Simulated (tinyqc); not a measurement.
Inside a calculation. Method: MP2 on RHF in the sto-3g basis, for H2O, spin multiplicity 1. One step of it, computed by the program tinyqc.

Problem. Integrals over molecular orbitals. (pq|rs) = sum C_ip C_jq C_kr C_ls (ij|kl), one index at a time.

coefficients C:
```
              MO1        MO2        MO3        MO4       MO5        MO6        MO7
1O 1s    0.994205  -0.234382   0.000000   0.099563  0.000000  -0.128616   0.000000
1O 2s    0.025892   0.846819   0.000000  -0.517013  0.000000   0.831975   0.000000
1O 2px   0.000000   0.000000   0.000000   0.000000  1.000000   0.000000   0.000000
1O 2py   0.000000   0.000000   0.601411   0.000000  0.000000   0.000000   0.978918
1O 2pz   0.003936   0.115153   0.000000   0.777854  0.000000   0.725581   0.000000
2H 1s   -0.005614   0.156520   0.445892   0.288416  0.000000  -0.775756  -0.806411
3H 1s   -0.005614   0.156520  -0.445892   0.288416  0.000000  -0.775756   0.806411
```

core Hamiltonian H = T + V (hartree), lower triangle:
```
             1O 1s      1O 2s     1O 2px     1O 2py     1O 2pz      2H 1s      3H 1s
1O 1s   -32.682101
1O 2s    -7.603617  -9.299316
1O 2px    0.000000   0.000000  -7.428581
1O 2py    0.000000   0.000000   0.000000  -7.578117
1O 2pz   -0.017132  -0.203935   0.000000   0.000000  -7.509566
2H 1s    -1.608721  -3.519616   0.000000  -1.980367  -1.519435  -4.928930
3H 1s    -1.608721  -3.519616   0.000000   1.980367  -1.519435  -1.402575  -4.928930
```

Two-electron integrals (ij|kl) in chemists' order, unique and non-zero (hartree):
```
(11|11) 4.785065    (21|11) 0.741380    (21|21) 0.136873    (22|11) 1.118947
(22|21) 0.256633    (22|22) 0.817206    (31|31) 0.024477    (32|31) 0.037809
(32|32) 0.180518    (33|11) 1.115814    (33|21) 0.256684    (33|22) 0.817023
(33|33) 0.880159    (41|41) 0.024477    (42|41) 0.037809    (42|42) 0.180518
(43|43) 0.047444    (44|11) 1.115814    (44|21) 0.256684    (44|22) 0.817023
(44|33) 0.785270    (44|44) 0.880159    (51|51) 0.024477    (52|51) 0.037809
(52|52) 0.180518    (53|53) 0.047444    (54|54) 0.047444    (55|11) 1.115814
(55|21) 0.256684    (55|22) 0.817023    (55|33) 0.785270    (55|44) 0.785270
(55|55) 0.880159    (61|11) 0.157972    (61|21) 0.028915    (61|22) 0.053852
(61|33) 0.053748    (61|41) 0.001074    (61|42) 0.002009    (61|44) 0.053954
(61|51) 0.000791    (61|52) 0.001478    (61|54) 0.000152    (61|55) 0.053860
(61|61) 0.006188    (62|11) 0.379948    (62|21) 0.088215    (62|22) 0.310501
(62|33) 0.305263    (62|41) 0.005328    (62|42) 0.040510    (62|44) 0.315267
(62|51) 0.003921    (62|52) 0.029812    (62|54) 0.007362    (62|55) 0.310681
(62|61) 0.018991    (62|62) 0.145422    (63|31) 0.009283    (63|32) 0.053848
(63|43) 0.008441    (63|53) 0.006212    (63|63) 0.020853    (64|11) 0.218868
(64|21) 0.051479    (64|22) 0.193498    (64|33) 0.184695    (64|41) 0.012011
(64|42) 0.077790    (64|44) 0.207617    (64|51) 0.002008    (64|52) 0.017620
(64|54) 0.010656    (64|55) 0.187966    (64|61) 0.011578    (64|62) 0.110076
(64|64) 0.103224    (65|11) 0.161069    (65|21) 0.037884    (65|22) 0.142399
(65|33) 0.135921    (65|41) 0.002008    (65|42) 0.017620    (65|44) 0.140365
(65|51) 0.010760    (65|52) 0.066814    (65|54) 0.011712    (65|55) 0.150752
(65|61) 0.008521    (65|62) 0.081007    (65|64) 0.060618    (65|65) 0.065463
(66|11) 0.515876    (66|21) 0.121723    (66|22) 0.490903    (66|33) 0.470991
(66|41) 0.009623    (66|42) 0.100475    (66|44) 0.509346    (66|51) 0.007082
(66|52) 0.073941    (66|54) 0.028226    (66|55) 0.491763    (66|61) 0.026447
(66|62) 0.287896    (66|64) 0.248834    (66|65) 0.183122    (66|66) 0.774606
(71|11) 0.157972    (71|21) 0.028915    (71|22) 0.053852    (71|33) 0.053748
(71|41) -0.001074   (71|42) -0.002009   (71|44) 0.053954    (71|51) 0.000791
(71|52) 0.001478    (71|54) -0.000152   (71|55) 0.053860    (71|61) 0.006088
(71|62) 0.018371    (71|64) 0.010227    (71|65) 0.008249    (71|66) 0.025281
(71|71) 0.006188    (72|11) 0.379948    (72|21) 0.088215    (72|22) 0.310501
(72|33) 0.305263    (72|41) -0.005328   (72|42) -0.040510   (72|44) 0.315267
(72|51) 0.003921    (72|52) 0.029812    (72|54) -0.007362   (72|55) 0.310681
(72|61) 0.018371    (72|62) 0.117427    (72|64) 0.061306    (72|65) 0.063568
(72|66) 0.190400    (72|71) 0.018991    (72|72) 0.145422    (73|31) 0.009283
(73|32) 0.053848    (73|43) -0.008441   (73|53) 0.006212    (73|63) 0.016263
(73|73) 0.020853    (74|11) -0.218868   (74|21) -0.051479   (74|22) -0.193498
(74|33) -0.184695   (74|41) 0.012011    (74|42) 0.077790    (74|44) -0.207617
(74|51) -0.002008   (74|52) -0.017620   (74|54) 0.010656    (74|55) -0.187966
(74|61) -0.010227   (74|62) -0.061306   (74|64) -0.016237   (74|65) -0.032446
(74|66) -0.088192   (74|71) -0.011578   (74|72) -0.110076   (74|74) 0.103224
(75|11) 0.161069    (75|21) 0.037884    (75|22) 0.142399    (75|33) 0.135921
(75|41) -0.002008   (75|42) -0.017620   (75|44) 0.140365    (75|51) 0.010760
(75|52) 0.066814    (75|54) -0.011712   (75|55) 0.150752    (75|61) 0.008249
(75|62) 0.063568    (75|64) 0.032446    (75|65) 0.050149    (75|66) 0.112832
(75|71) 0.008521    (75|72) 0.081007    (75|74) -0.060618   (75|75) 0.065463
(76|11) 0.140154    (76|21) 0.032822    (76|22) 0.124812    (76|33) 0.122007
(76|44) 0.124586    (76|51) 0.002320    (76|52) 0.020740    (76|55) 0.127708
(76|61) 0.006987    (76|62) 0.057395    (76|64) 0.037536    (76|65) 0.035943
(76|66) 0.116180    (76|71) 0.006987    (76|72) 0.057395    (76|74) -0.037536
(76|75) 0.035943    (76|76) 0.027569    (77|11) 0.515876    (77|21) 0.121723
(77|22) 0.490903    (77|33) 0.470991    (77|41) -0.009623   (77|42) -0.100475
(77|44) 0.509346    (77|51) 0.007082    (77|52) 0.073941    (77|54) -0.028226
(77|55) 0.491763    (77|61) 0.025281    (77|62) 0.190400    (77|64) 0.088192
(77|65) 0.112832    (77|66) 0.326449    (77|71) 0.026447    (77|72) 0.287896
(77|74) -0.248834   (77|75) 0.183122    (77|76) 0.116180    (77|77) 0.774606
```

Give: one-electron integrals over orbitals h = C^T H C; Two-electron integrals over orbitals.

Solution.

one-electron integrals over orbitals h = C^T H C (hartree), lower triangle:
```
          1        2        3        4        5        6        7
1  -32.6647
2    0.5610  -7.6338
3    0.0000   0.0000  -6.2674
4   -0.2252   0.4549   0.0000  -6.9116
5    0.0000   0.0000   0.0000   0.0000  -7.4286
6    0.2964  -1.3439   0.0000  -1.1238   0.0000  -5.3020
7    0.0000   0.0000  -1.7335   0.0000   0.0000   0.0000  -5.5950
```

Two-electron integrals over orbitals (pq|rs), unique and non-zero (hartree):
```
(11|11) 4.7450      (21|11) -0.4196     (21|21) 0.0589      (22|11) 1.0072
(22|21) -0.0136     (22|22) 0.7246      (31|31) 0.0107      (32|31) 0.0174
(32|32) 0.1416      (33|11) 0.7876      (33|21) -0.0044     (33|22) 0.6361
(33|33) 0.6220      (41|11) 0.1770      (41|21) -0.0221     (41|22) 0.0149
(41|33) 0.0061      (41|41) 0.0270      (42|11) -0.1320     (42|21) 0.0088
(42|22) -0.0031     (42|33) 0.0064      (42|41) 0.0193      (42|42) 0.1265
(43|31) -0.0030     (43|32) 0.0228      (43|43) 0.0484      (44|11) 0.9900
(44|21) -0.0130     (44|22) 0.6751      (44|33) 0.5905      (44|41) -0.0109
(44|42) -0.1037     (44|44) 0.7685      (51|51) 0.0260      (52|51) 0.0327
(52|52) 0.1459      (53|53) 0.0280      (54|51) -0.0129     (54|52) -0.0457
(54|54) 0.0540      (55|11) 1.1153      (55|21) -0.0118     (55|22) 0.7485
(55|33) 0.6209      (55|41) 0.0049      (55|42) -0.0709     (55|44) 0.7229
(55|55) 0.8802      (61|11) -0.2310     (61|21) 0.0347      (61|22) -0.0015
(61|33) 1.66e-04    (61|41) 1.91e-04    (61|42) 0.0203      (61|44) -0.0183
(61|55) -0.0061     (61|61) 0.0298      (62|11) 0.2996      (62|21) -0.0067
(62|22) 0.1399      (62|33) 0.0720      (62|41) 0.0185      (62|42) 0.0234
(62|44) 0.0844      (62|55) 0.1553      (62|61) 0.0071      (62|62) 0.0998
(63|31) 0.0029      (63|32) -0.0419     (63|43) -0.0313     (63|63) 0.0741
(64|11) 0.2283      (64|21) -0.0024     (64|22) 0.1019      (64|33) 0.0437
(64|41) 0.0025      (64|42) -0.0324     (64|44) 0.1235      (64|55) 0.1224
(64|61) -2.64e-04   (64|62) 0.0621      (64|64) 0.0731      (65|51) 0.0153
(65|52) 0.0580      (65|54) -1.31e-04   (65|65) 0.0376      (66|11) 0.7913
(66|21) -0.0071     (66|22) 0.6057      (66|33) 0.5647      (66|41) 0.0204
(66|42) 0.0571      (66|44) 0.5460      (66|55) 0.5835      (66|61) 0.0083
(66|62) 0.0939      (66|64) 0.0458      (66|66) 0.5912      (71|31) 0.0151
(71|32) 0.0229      (71|43) -0.0044     (71|63) 0.0035      (71|71) 0.0212
(72|31) 0.0141      (72|32) 0.0444      (72|43) -0.0325     (72|63) 0.0340
(72|71) 0.0188      (72|72) 0.0636      (73|11) 0.3652      (73|21) -0.0073
(73|22) 0.1458      (73|33) 0.0901      (73|41) -0.0006     (73|42) -0.0751
(73|44) 0.1584      (73|55) 0.1934      (73|61) -0.0066     (73|62) 0.0756
(73|64) 0.0821      (73|66) 0.0391      (73|73) 0.1532      (74|31) -0.0091
(74|32) -0.0754     (74|43) -0.0009     (74|63) 0.0473      (74|71) -0.0127
(74|72) -0.0172     (74|74) 0.0683      (75|53) 0.0238      (75|75) 0.0248
(76|31) 0.0089      (76|32) 0.0972      (76|43) 0.0512      (76|63) -0.0674
(76|71) 0.0120      (76|72) -0.0076     (76|74) -0.0582     (76|76) 0.1162
(77|11) 0.8664      (77|21) -0.0094     (77|22) 0.6211      (77|33) 0.6037
(77|41) 0.0040      (77|42) -0.0163     (77|44) 0.6037      (77|55) 0.6232
(77|61) -0.0050     (77|62) 0.0678      (77|64) 0.0443      (77|66) 0.5613
(77|73) 0.0966      (77|77) 0.6155
```
